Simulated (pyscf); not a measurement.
## Routes from HO–GeH₂• + hydrogen (H₂)

Candidate steps break at most two bonds and form at most two. Each was searched with GFN2-xTB (tblite) first. Single points on ωB97X-D3(BJ)/def2-SVP structures (PySCF, gas phase). Energies: ωB97M-D3(BJ)/def2-TZVP, kcal/mol, from the separated reactants, doublet surface; ΔG‡ with ideal gas, 1 atm, RRHO with modes under 100 cm⁻¹ raised to 100, one conformer, R ln 2 for chiral ones without a mode under 150 cm⁻¹.

```json
[
 {"products": "HO–GeH₃ + H•", "type": "hydrogen abstraction", "ΔE‡": "23.9", "ΔE": "+21.0", "ΔG‡ 298 K": "29.6", "ΔG‡ 900 K": "45.3", "ν‡ (cm⁻¹)": "724i"},
 {"products": "GeH₃• + H₂O", "type": "four-centre exchange", "ΔE‡": "37.2", "ΔE": "+1.3", "ΔG‡ 298 K": "45.8", "ΔG‡ 900 K": "64.2", "ν‡ (cm⁻¹)": "1443i"}
]
```

Plain bond fissions and candidates not yet searched are not listed, and one of them may be faster. Each barrier is that of the saddle found; lower ones may exist. Elements up to Kr have no core potential and no relativistic terms here.
